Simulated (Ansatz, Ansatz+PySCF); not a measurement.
```yaml
atoms:
  - { symbol: O, position_ang: [0.0000, -0.3706, -2.0672] }
  - { symbol: H, position_ang: [0.0000, -0.4664, -0.9936] }
  - { symbol: Cl, position_ang: [0.0000, 0.1624, 1.1545] }
  - { symbol: H, position_ang: [0.0000, 0.6696, -2.0953] }
```

RHF-MP2 on singlet H₂ClO(-) was run in several spherical basis sets with Ansatz (development build ahead of 0.2.0). Frozen core: 6 orbitals. Caution: no diffuse functions for an anion.

Task: Rank the basis sets by the total energy that they give, lowest first, with the distance from the lowest.
A. cc-pVTZ
B. def2-SVP
C. cc-pVDZ
D. def2-TZVP
E. 6-31G(d)

Result: A (0.00 eV), D (0.41 eV), C (4.69 eV), E (6.39 eV), B (11.08 eV).

Totals follow the description of the cores as much as that of the bonds, so this order isn't one of quality for chemistry.
